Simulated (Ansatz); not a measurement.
We consider rock-salt HfN, described by r²SCAN (Ansatz, an electronic-structure program, PAW).

Run with plane-wave cutoff 500 eV, 16×16×16 k mesh, Fermi–Dirac smearing 0.05 eV, scalar-relativistic PAW data made under PBE.

Computed at the level's own relaxed cell.

Q: What does this level give for the volume per atom and lattice parameter a?

A: 
* **volume per atom**: 11.59 Å³/atom
* **lattice parameter a**: 4.526 Å

Measured, for comparison: equilibrium volume per atom 11.57 Å³/atom, lattice constant a 4.524 Å (room temperature, no zero-point or thermal correction; as tabulated in Seo, Lee, Wen, Petrov, Greene, Gall, J. Appl. Phys. 96, 878 (2004)). Computed (rounded) less measured: equilibrium volume per atom +0.2 %, lattice constant a 0.0 %.

Spin–orbit coupling is not included.

Computed values are for the static lattice.

Cost on a shared machine: very roughly 40 core-seconds.
